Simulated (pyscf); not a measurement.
H₃C–Zn–SH (SMILES [CH3][Zn][SH]) + H₂ (SMILES [H][H]) → H₃C–ZnH (SMILES [CH3][ZnH]) + H₂S (SMILES S), a four-centre exchange (singlet surface; S–Zn, H–H broken, H–Zn, H–S formed). Single points on ωB97X-D3(BJ)/def2-SVP structures (PySCF, gas phase). Energies in kJ/mol from the separated reactants.

AM1 to PM7: differences of heats of formation from MOPAC. 

### Question
In single points PM3 puts the saddle at 76.7 kJ/mol and the reaction energy at +188.9 kJ/mol. Should these be trusted to within a few kcal/mol? Compare with ωB97M-D3(BJ)/def2-TZVP.

### Answer
ωB97M-D3(BJ)/def2-TZVP gives ΔE‡ = 148.9 kJ/mol and ΔE = +77.0 kJ/mol. PM3 lies 72.2 kJ/mol under it in the barrier and 111.9 kJ/mol over it in the reaction energy, so on this step it does not hold to within 12.6 kJ/mol. At PM3 this geometry lies under one side, so its ΔE‡ may be no barrier of that level. ωB97M-D3(BJ)/def2-TZVP has limits of its own. On the product side the descent ends in a complex, 25.2 kJ/mol under the separated species and 85.2 kJ/mol under the saddle at ωB97X-D3(BJ)/def2-TZVP. One saddle was located; it need not be the lowest between these sides. In the def2 sets elements up to Kr have no core potential.
